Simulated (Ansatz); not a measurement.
Isomers of C$_{3}$H$_{7}$FO, relaxed with PBE0-D4/def2-TZVP in Ansatz; electronic energies, one conformer each and not always the lowest. Functionals use def2-TZVPP; CBS adds triple-zeta CCSD(T) − MP2 to the MP2 limit of def2-TZVPP and def2-QZVPP.

(1) Order them by energy at frozen-core CCSD(T)/CBS, lowest first. (Best estimate.)
A. `CC(C)(O)F`
B. `COCCF`
C. `COC(C)F`
D. `CC(O)CF`
E. `CCOCF`

(2) How do B3LYP-D4, r2SCAN-D4, B2PLYP, PBE0-D4 place them (kJ/mol, against `CC(C)(O)F`)? (Estimate.)

## Answers

(1) A (0.0 kJ/mol), D (54.5 kJ/mol), C (64.6 kJ/mol), E (78.0 kJ/mol), B (121.9 kJ/mol).

(2) The calculation gave: 
```tsv
isomer	B3LYP-D4	r2SCAN-D4	B2PLYP	PBE0-D4
`COCCF`	109.5	123.5	114.0	118.0
`CC(O)CF`	52.7	59.8	53.7	55.0
`CCOCF`	67.8	77.3	69.7	73.8
`COC(C)F`	55.2	62.3	57.3	61.1
```

B3LYP here is the variant with VWN-RPA as its local correlation; programs differ in this.
